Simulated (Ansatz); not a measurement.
System: 2H WSe₂. Method: HSE06 (Ansatz, an electronic-structure program, PAW).

Settings: plane-wave cutoff 500 eV, 12×12×2 k mesh (along the axes of the cell as run), gaussian smearing 0.02 eV, no spin polarisation, scalar-relativistic PAW data made under PBE.

Cell (relaxed at this level):

```
CELL_PARAMETERS angstrom
      1.64341    -2.84647     0.00000
      1.64341     2.84647     0.00000
      0.00000     0.00000    14.68728
ATOMIC_POSITIONS crystal
  W  0.33333 0.66667 0.25000
  W  0.66667 0.33333 0.75000
  Se 0.33333 0.66667 0.63690
  Se 0.66667 0.33333 0.13690
  Se 0.66667 0.33333 0.36310
  Se 0.33333 0.66667 0.86310
```

Problem. Give the computed band gap.

Solution. 
- band gap: 1.97 eV (on the SCF k mesh)

Measured, for comparison: band gap 1.2 eV (room temperature, not corrected to a static lattice, bulk 2H; as tabulated in Bastos et al. (2019), arXiv:1903.08112).

Note: the cell comes from a level without a dispersion term, which matters for the spacing of layers, chains or molecules; the cell has widely spaced layers and the level no dispersion term, so their spacing and the moduli can rest on weak binding.

Spin–orbit coupling is not included.

Computed values are for the static lattice.

It cost very roughly 2.4 core-hours of CPU time.
